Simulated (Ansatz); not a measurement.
Geometry optimisation, Ansatz, RKS B3LYP-D4/6-31G.

Input:

```yaml
crystal:
  periodic: [false, false, false]
  atoms:
    - { symbol: C, position_ang: [-0.98849, 0.54781, -0.38806] }
    - { symbol: Mg, position_ang: [0.87307, -0.68207, -0.53524] }
    - { symbol: "N", position_ang: [2.19251, -1.28435, 0.54876] }
    - { symbol: H, position_ang: [-1.89742, -0.04525, -0.58545] }
    - { symbol: H, position_ang: [-1.00871, 1.36672, -1.12688] }
    - { symbol: H, position_ang: [-1.156, 1.02782, 0.58937] }
    - { symbol: H, position_ang: [1.98503, -0.93069, 1.4975] }
total_charge: -1
basis:
  gaussian: { orbitals: "6-31G" }
hamiltonian:
  xc: b3lyp
  dispersion: d4
relax:
  f_tol: 0.02
  max_steps: 40
scf:
  lower_state_search: "off"
output:
  orbitals: {}
```

Run as:

```bash
$ ansatz run input.yaml --threads 1 --pin off --max-ram 2048MiB --backend cpu --events-out ev --progress --plain --runs-dir out
```

Problem. Where does it end, and by what steps?

Solution. The forces met the threshold. Limits of this set-up: no polarisation functions, an anion without diffuse functions, the dipole of an ion depends on the origin. After 9 steps the energy has fallen by 0.871 eV; H7 moved furthest, 1.21 Å.

```
step  energy less start (eV)  largest force component (eV/Å)  accepted
   0                  0.0000                           2.035       yes
   1                 -0.3711                           0.812       yes
   2                 -0.5114                           0.434       yes
   3                 -0.5910                           0.700       yes
   4                 -0.6905                           0.294       yes
   5                 -0.7712                           0.399       yes
   6                 -0.7919                           1.171       yes
   7                 -0.8385                           1.018       yes
   8                 -0.8708                           0.100       yes
   9                 -0.8713                           0.014       yes
```

```xyz
7
Properties=species:S:1:pos:R:3
C -1.161 0.639 -0.458
Mg 0.607 -0.341 0.232
N 2.096 -1.153 0.820
H -1.919 -0.090 -0.785
H -0.944 1.299 -1.312
H -1.611 1.256 0.335
H 2.932 -1.610 1.168
```

Time of the run: 13 s on 1 thread of Arm Neoverse V2 (shared host), peak memory 0.11 GiB.
